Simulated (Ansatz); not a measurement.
Diamond-structure Ge, treated with RPBE (Ansatz, a first-principles code, PAW).

Settings: plane-wave cutoff 520 eV, 20×20×20 k mesh, Fermi–Dirac smearing 0.05 eV, scalar-relativistic PAW data made under PBE.

Cell (relaxed at this level):

```
Ge
1.0
    0.00000     2.90786     2.90786
    2.90786     0.00000     2.90786
    2.90786     2.90786     0.00000
Ge
2
Direct
  0.50000   0.50000   0.50000
  0.75000   0.75000   0.75000
```

Estimate the Voigt–Reuss–Hill bulk modulus, elastic constant C44, Voigt–Reuss–Hill shear modulus (Hill average), elastic constant C11 and elastic constant C12 that the calculation returns.


* **Voigt–Reuss–Hill bulk modulus**: 54.1 GPa
* **elastic constant C44**: 52.0 GPa
* **Voigt–Reuss–Hill shear modulus (Hill average)**: 43.3 GPa
* **elastic constant C11**: 97.9 GPa
* **elastic constant C12**: 32.2 GPa

Measured, for comparison: elastic constant C44 68 GPa, elastic constant C11 131 GPa, elastic constant C12 49 GPa (low temperature, zero-point motion not removed; as tabulated in Tanner et al. (2021), arXiv:2110.11888). Computed (rounded) less measured: elastic constant C44 -24 %, elastic constant C11 -25 %, elastic constant C12 -34 %.

Note: the solid has no gap at this level, which affects its response.

Elastic constants are with the ions relaxed.

Static lattice: no zero-point or thermal effects.

Cost on a shared machine: around 20 core-minutes (rough).
